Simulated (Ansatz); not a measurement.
**SiH3O− (SMILES O[SiH2-]): single points off equilibrium**

One table from this session's results is given with a row withheld; the runs are named, their logs left out.

The runs use Ansatz 0.2.0, Gaussian basis; single points in def2-TZVPPD.

Cores are frozen in the correlated methods.

### The system as given

5 atoms, charge -1, spin multiplicity 1.

Atoms are counted from 1 here; the program's logs count them from 0.

Bond lengths: O1–Si2 1.871 Å, O1–H3 0.707 Å, Si2–H4 1.343 Å, Si2–H5 1.590 Å. Angles: Si2–O1–H3 114.6°, O1–Si2–H4 108.2°, O1–Si2–H5 103.0°, H4–Si2–H5 99.5°.

Coordinates:

```xyz
5
charge -1, multiplicity 1
O     0.68180   -0.47370    0.85430
Si    0.06140    0.36940   -0.69640
H     0.60100   -1.17650    0.86000
H    -1.19370   -0.04890   -0.92810
H    -0.24230    1.85010   -0.20160
```

Set-up of the first run:

The input, run/in.yaml:

```yaml
crystal:
  periodic: [false, false, false]
  atoms:
    - {symbol: O, position_ang: [0.681800, -0.473700, 0.854300]}
    - {symbol: Si, position_ang: [0.061400, 0.369400, -0.696400]}
    - {symbol: H, position_ang: [0.601000, -1.176500, 0.860000]}
    - {symbol: H, position_ang: [-1.193700, -0.048900, -0.928100]}
    - {symbol: H, position_ang: [-0.242300, 1.850100, -0.201600]}
basis:
  gaussian: {orbitals: "def2-TZVPPD.json"}
total_charge: -1
correlation: {method: ccsd_t}
output: {forces: true}
```

The basis file named in the input lies beside it (Basis Set Exchange, JSON).

The command line of these runs was not kept.

Among the steps run: CCSD(T)/def2-TZVPPD; PBE0-D4/def2-TZVPPD; wB97M-V/def2-TZVPPD; r2SCAN-D4/def2-TZVPPD; PBE-D4/def2-TZVPPD; CAM-B3LYP-D4/def2-TZVPPD; r2SCANh-D4/def2-TZVPPD.

One of the session's tables, all rows but one given; the rest of the session is left out.

| method | RMS force component (eV/Å) | angle to CCSD(T) forces (°) |
| --- | --- | --- |
| CCSD(T) | 12.933 | reference |
| PBE0-D4 | 12.904 | 0.3 |
| wB97M-V | 12.866 | 0.1 |
| r2SCAN-D4 | 12.869 | 0.2 |
| PBE-D4 | 13.030 | 0.5 |
| CAM-B3LYP-D4 | 12.845 | 0.2 |
| r2SCANh-D4 | ? | ? |

Q: Estimate the row for r2SCANh-D4 from the others.

As computed: RMS force component (eV/Å): 12.837; angle to CCSD(T) forces (°): 0.3. In the column «RMS force component (eV/Å)» it is the lowest.

Caveats from the session: The anion's highest level is positive in at least one run, so there the basis alone may hold the extra electron.
